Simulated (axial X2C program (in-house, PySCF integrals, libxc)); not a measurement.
What spin–orbit coupling does to LiF

Computed with an in-house relativistic program for diatomic molecules. Spin-free means the one-electron spin-free X2C Hamiltonian; two-component (2c) means X2C with spin–orbit coupling and atomic mean-field two-electron Coulomb and Gaunt terms, so the difference of the two also holds small scalar two-electron terms. Basis: F dyall-av3z [7s6p3d2f], Li dyall-cv3z [7s8p2d] (cores contracted in-house); Gaussian nuclei, density fitting, unrestricted open shells. Masses: F 18.998 u, Li 7.016 u.

Spin-free state: M_S = 0, Λ = 0 (closed shell); fragments F + Li.

```json
{"level": "PBE0", "Re (Å)": "1.561", "ωe (cm⁻¹)": "912.4", "De (eV)": "5.702", "μ (D)": "6.20"}
{"level": "HF", "Re (Å)": "1.554", "ωe (cm⁻¹)": "941.3", "De (eV)": "3.905", "μ (D)": "6.41"}
{"level": "MP2", "Re (Å)": "1.586", "ωe (cm⁻¹)": "879.3", "De (eV)": "6.133", "μ (D)": "n/a"}
{"level": "CCSD", "Re (Å)": "1.577", "ωe (cm⁻¹)": "898.9", "De (eV)": "5.717", "μ (D)": "n/a"}
{"level": "CCSD(T)", "Re (Å)": "1.581", "ωe (cm⁻¹)": "889.2", "De (eV)": "5.847", "μ (D)": "n/a"}
{"level": "r2SCAN0", "Re (Å)": "1.559", "ωe (cm⁻¹)": "919.0", "De (eV)": "5.616", "μ (D)": "6.27"}
```

Correlated methods: 8 electrons correlated (number of frozen shells: F 1 s; Li 1 s), 170 virtual spin orbitals or spinors in MP2, 82 natural virtuals in coupled cluster.

Dipoles are positive if Li is the positive end.

Two-component determinant lowest at the distance of the search:

Ω = 0 (closed shell); fragments F + Li.

```tsv
level	Re (Å)	ωe (cm⁻¹)	De (eV)	μ (D)
PBE0	1.561	912.2	5.700	6.20
HF	1.554	941.1	3.893	6.41
MP2	1.587	879.2	6.122	n/a
CCSD	1.577	898.8	5.705	n/a
CCSD(T)	1.581	889.0	5.829	n/a
r2SCAN0	1.559	918.8	5.614	6.27
```

(1) From the two tables, how do the constants change at the CCSD(T) level (2c against spin-free)?

The state is one determinant whose occupation by symmetry is held fixed; it was picked as the lowest of a PBE0 search that is not exhaustive. Closed shells are restricted here (equal orbitals for both partners); the stretched side of such a curve lies too high. Dissociation energies refer to the lowest single-determinant-based atoms at the same level and basis. CCSD and (T) use frozen natural virtuals with an MP2 correction for the truncation; (T) itself is uncorrected, so its De runs slightly low. The 2c atoms are single determinants rather than J levels; their spin–orbit lowering is only partly caught, and De is too large by that part. This holds for PBE0, r2SCAN0. The functionals have no current-density term, which raises determinants with orbital currents, atoms included.

Results:

(1) At the CCSD(T) level Re is unchanged within 0.001 Å and ωe doesn't move by more than 0.2 cm⁻¹; De changes by -0.018 eV.
